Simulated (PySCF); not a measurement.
**How good is the calculation?**

Geometry:
| atom | x (Å) | y (Å) | z (Å) |
| --- | --- | --- | --- |
| F1 | -1.359 | 0.983 | 0.408 |
| C2 | -0.506 | -0.036 | 0.419 |
| C3 | 0.549 | -0.094 | -0.372 |
| F4 | 0.846 | 0.863 | -1.246 |
| H5 | -0.743 | -0.819 | 1.128 |
| H6 | 1.239 | -0.927 | -0.359 |

All values are calculated (PySCF 2.14): shielding tensors at B97-2/pcSseg-2 (GIAO), PBE0-D3(BJ)/def2-TZVP geometry, J: B3LYP/pcJ-2. Isolated molecule, one computed conformer, fast rotation and ring inversion assumed for equivalent nuclei, non-relativistic Hamiltonian.

Reference values: measured (G. Saielli, R. Bini, A. Bagno, Computational 19F NMR. 2. Organic compounds, RSC Adv. 2014, ESI (exp. from Berger-Braun-Kalinowski 1994 and Everett 1995)).
| atoms | quantity | reference | computed | computed, scaled |
| --- | --- | --- | --- | --- |
| F1/F4 | δ ¹⁹F vs CFCl3 | -165.0 | -163.3 | -158.0 |

Reference values: CCSD(T)/13s9p4d3f + vibration and temperature (MP2) (gas, 300 K; M. E. Harding, PhD thesis, Mainz 2008 (Harding, Lenhart, Auer, Gauss, JCP 2008, 128, 244111)).
```json
{"atoms": "F1/F4", "quantity": "σ ¹⁹F", "reference": "361.4", "computed": "339.3"}
```

Reference values: CCSD(T)/cc-pVQZ (gas (isolated, no vibration); M. Maurer, PhD thesis, LMU Munich (Maurer, Ochsenfeld, JCTC 2015 SI; set of Flaig et al., JCTC 2014, 10, 572)).
| atoms | quantity | reference | computed | computed, scaled |
| --- | --- | --- | --- | --- |
| F1/F4 | δ ¹⁹F vs CFCl3 (same level) | -160.6 | -163.3 | -158.0 |

Reference values: CCSD(T)/13s9p4d3f (gas (isolated, no vibration); M. E. Harding, PhD thesis, Mainz 2008 (Harding, Lenhart, Auer, Gauss, JCP 2008, 128, 244111)).
```csv
atoms,quantity,reference,computed
F1/F4,σ ¹⁹F,370.7,339.3
```

Absolute shieldings are compared as such; zero-point and thermal motion, absent here, lowers them by some tenths of a ppm for H, a few ppm for C and up to about 10 ppm for F.

Computed shifts are σ(ref) − σ with the named reference compound (TMS for H and C) calculated as an isolated molecule at the same level. The measured values may be among those fitted. Shieldings were converted by a linear fit to measured shifts: ¹⁹F (scatter 4.8 ppm rms, 5.6 ppm with the 3 outliers that the fit left out vs CFCl3, solution or neat liquid, with a term for F on sp3 carbon). A few per cent of atoms miss by over 2 rms, more outside the fitted compound classes.

Coupling constants in Hz:
| coupling | reference | computed | source |
| --- | --- | --- | --- |
| ²J(C3,F1) | 5.9 | 6.3 | measured; Jessen and Sauer, arXiv:2312.00705 |
| ³J(F1,F4) | -18.7 | -10.5 | measured; Jessen and Sauer, arXiv:2312.00705 |

**Question.** How far are the unscaled ¹⁹F shifts from the references?

**Answer.** Mean signed difference -0.50 ppm, mean absolute 2.20 ppm over 2 comparisons; the largest is -2.7 ppm at F1/F4 (vinylic fluorine).

**Question.** How far are the unscaled ¹⁹F shieldings from the references?

**Answer.** Mean signed difference -26.75 ppm, mean absolute 26.75 ppm over 2 comparisons; the largest is -31.4 ppm at F1/F4 (vinylic fluorine).

6 of the 10 published NMR values on file for this molecule are compared. The rest: other calculations.
